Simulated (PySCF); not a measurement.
F: electron affinity

F⁻ [Ne] (1S) → F [He] 2s2 2p5 (2P), as a difference of total energies. Computed with PySCF 2.14 in aug-cc-pwCVDZ, with the non-relativistic Hamiltonian (point nucleus). Correlated levels: valence: 1s2 frozen. The calculations carry no spin-orbit coupling.

```json
{"method": "UHF", "electron affinity (eV)": "1.285", "plus first-order spin-orbit estimate": "1.269", "error of that sum (eV)": "-2.132"}
{"method": "MP2 (valence)", "electron affinity (eV)": "3.550", "plus first-order spin-orbit estimate": "3.534", "error of that sum (eV)": "+0.133"}
{"method": "SCS-MP2 (valence)", "electron affinity (eV)": "3.367", "plus first-order spin-orbit estimate": "3.350", "error of that sum (eV)": "-0.051"}
{"method": "CCSD (valence)", "electron affinity (eV)": "3.123", "plus first-order spin-orbit estimate": "3.107", "error of that sum (eV)": "-0.294"}
{"method": "CCSD(T) (valence)", "electron affinity (eV)": "3.230", "plus first-order spin-orbit estimate": "3.214", "error of that sum (eV)": "-0.187"}
{"method": "CCSDT (valence)", "electron affinity (eV)": "3.231", "plus first-order spin-orbit estimate": "3.215", "error of that sum (eV)": "-0.186"}
```

Reference: 3.401 eV (measured; photodetachment measurements, as compiled on the Wikipedia data page of electron affinities).

A first-order spin-orbit estimate (lowest level to lowest level, LS coupling) adds -0.016 eV.

Errors of the correlated levels include the incompleteness of this basis and the frozen core.
